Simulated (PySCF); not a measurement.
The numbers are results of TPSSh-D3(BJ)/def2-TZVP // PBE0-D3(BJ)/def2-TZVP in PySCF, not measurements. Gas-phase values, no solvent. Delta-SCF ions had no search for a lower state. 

Reference species (SMILES): `C` (neutral, multiplicity 1).

```
Item                                      Result
--------------------------------------  --------
HOMO–LUMO gap                           11.68 eV
vertical ionisation energy (Delta-SCF)  14.04 eV
```

Changed species: `[GaH3]`.

Predict the effect on the HOMO–LUMO gap and vertical ionisation energy (Delta-SCF).

the HOMO–LUMO gap falls by 5.76 eV, to 5.92 eV; the vertical ionisation energy (Delta-SCF) decreases by 2.95 eV, to 11.09 eV.
